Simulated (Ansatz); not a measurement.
Strength of the C–H bond: CH2N → HCN + H

Species: CH2N `C=[N]`, doublet; HCN (hydrogen cyanide) `C#N`, singlet; H atom, doublet. 

Shapes, held fixed at every level: PBE0-D4/def2-TZVP. Programs: Ansatz 0.2.0. The zero-point and thermal change to 298 K, harmonic and unscaled (5/2 RT less the spin-orbit lowering for atoms, PBE0-D4/def2-TZVP), is -17.9 kJ/mol.

**The experiment to reproduce.** Tabulated heats of formation (Active Thermochemical Tables, tabulated atomic heats): CH2N +238.6 (ATcT); HCN +129.3 (ATcT); H +218.0 (atomic table) kJ/mol, which give ΔH(298 K) = +108.7 kJ/mol.

```tsv
level	kind	ΔH (kJ/mol)	computed − measured
HF/def2-SVP	Hartree–Fock	+134.7	+26.0
HF/def2-TZVPP	Hartree–Fock	+131.9	+23.2
r2SCAN-D4/def2-TZVPP	meta-GGA	+139.5	+30.8
BHLYP-D4/def2-TZVPP	global hybrid	+143.8	+35.1
PBE0-D4/def2-TZVPP	global hybrid	+133.0	+24.3
wB97M-V/def2-TZVPP	range-separated hybrid	+117.2	+8.5
wB97X-V/def2-TZVPP	range-separated hybrid	+125.5	+16.8
B2PLYP/def2-TZVPP	double hybrid	+109.8	+1.0
```

Nearest: B2PLYP/def2-TZVPP (+1.0); farthest: BHLYP-D4/def2-TZVPP (+35.1). 2 of 8 levels lie within 10 kJ/mol. Spin contamination: CH2N (⟨S²⟩ up to 0.93). Open shells run unrestricted.
